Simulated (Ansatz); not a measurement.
Sodium, bcc: convergence with cold smearing

Computed with Ansatz, PBE, scalar-relativistic PAW, on the relaxed cell (a = 4.197 Å; spin not included). Errors count from a run at 420 eV on a Γ-centred 17×17×17 mesh with Fermi-Dirac smearing of 0.1 eV, extrapolated to zero width. Fixed here: cutoff 420 eV, mesh 11×11×11. The SCF starts from atomic densities corrected by a trained network.

```tsv
width (eV)	E(σ→0) error (meV/atom)	F error (meV/atom)	P (GPa)	SCF iterations
0.01	-2.7	-2.7	-0.01	4
0.03	-2.7	-2.8	-0.01	4
0.1	-3.0	-3.0	-0.01	4
0.2	-3.1	-3.0	-0.01	5
0.3	-3.1	-2.9	-0.02	5
0.6	-1.3	-3.0	0.00	5
```

Q: What does the run at 1.0 give (width)?

A: E(σ→0) error (meV/atom): -0.2; F error (meV/atom): -11.4; P (GPa): 0.04; SCF iterations: 5.
